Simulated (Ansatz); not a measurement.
# BH₃F (doublet): wave-function methods side by side at distance B1–H4 along a hydrogen transfer = 1.472 Å, cc-pVDZ

Aim: climb from Hartree-Fock through coupled cluster and multireference methods for BH₃F (doublet) at one geometry and basis, and see what each rung misses.

Computed with Ansatz 0.2.0, Gaussian basis. Level: cc-pVDZ, correlated electrons: outside noble gas.

To be run: UHF; CCSD(T) on ROHF; CCSD(T) on UHF; BCCD(T) on ROHF; CISD; CCSDT(Q) on ROHF; CCSDT(Q) on UHF; CASSCF and MRCISD+Q, 3 electrons in 3 orbitals; CASSCF and NEVPT2, 3 electrons in 3 orbitals.

## (1) The geometry

The geometry derives from fragments relaxed apart (PBE0/def2-TZVP) and kept rigid, so it is no stationary point. A hydrogen atom is moved between rigid fragments.

5 atoms, charge 0, spin multiplicity 2.

Atoms are counted from 1 here; the program's logs count them from 0.

Bond lengths: B1–H2 1.193 Å, B1–H3 1.193 Å, H4–F5 0.946 Å. Angles: H2–B1–H3 120.0°.

In the tables R marks a restricted open-shell determinant and U an unrestricted one; 'pair' is the active space of 3 electrons in 3 orbitals; correlation energies count from the lowest restricted Hartree-Fock solution.

## (2) UHF

The input, in.yaml:

```yaml
crystal:
  periodic: [false, false, false]
  atoms:
    - {symbol: B, position_ang: [-1.407686, 0.000000, 0.000000]}
    - {symbol: H, position_ang: [-2.004420, 1.033571, 0.000000]}
    - {symbol: H, position_ang: [-2.004420, -1.033571, 0.000000]}
    - {symbol: H, position_ang: [0.064314, 0.000000, 0.000000]}
    - {symbol: F, position_ang: [1.010314, 0.000000, 0.000000]}
basis:
  gaussian: {orbitals: cc-pVDZ}
magnetization: {spin_polarized: true, initial_magnetization: 1}
hamiltonian: {xc: hf}
output: {orbitals: {seedname: orbitals}}
```

Command:

```
ansatz run in.yaml --threads 1 --pin off --events-out ev --progress --plain --max-ram 2393MiB
```

Further steps of the session: CCSD(T) on ROHF; CCSD(T) on UHF; BCCD(T) on ROHF; CISD; CCSDT(Q) on ROHF; CCSDT(Q) on UHF; CASSCF and MRCISD+Q, 3 electrons in 3 orbitals; CASSCF and NEVPT2, 3 electrons in 3 orbitals.

Q: Predict the results of all the runs planned. Wanted: correlation energy, UCCSDT(Q); RMP2 from UCCSDT(Q); UMP2 from UCCSDT(Q); RCCSD from UCCSDT(Q); RCCSD(T) from UCCSDT(Q); UCCSD(T) from UCCSDT(Q); RCCSDT(Q) from UCCSDT(Q); MRCISD+Q pair from UCCSDT(Q); T1 diagnostic.

The runs gave:

| quantity | value |
| --- | --- |
| correlation energy, UCCSDT(Q) | -8.4663 eV |
| RMP2 from UCCSDT(Q) | +800.6 meV |
| UMP2 from UCCSDT(Q) | +814.1 meV |
| RCCSD from UCCSDT(Q) | +147.2 meV |
| RCCSD(T) from UCCSDT(Q) | +29.0 meV |
| UCCSD(T) from UCCSDT(Q) | +29.0 meV |
| RCCSDT(Q) from UCCSDT(Q) | +0.9 meV |
| MRCISD+Q pair from UCCSDT(Q) | +78.8 meV |
| levels of the table within 1 kcal/mol (43 meV) | RCCSD(T), UCCSD(T), BCCD(T), RCCSDT, UCCSDT, RCCSDT(Q) |
| T1 diagnostic | 0.016 |

In words: RCCSD(T) lands +29.0 meV from the yardstick (0.3 % of the correlation energy). These misses are within one basis, not against nature; the frozen cores of restricted and unrestricted runs differ, which can shift their rows.
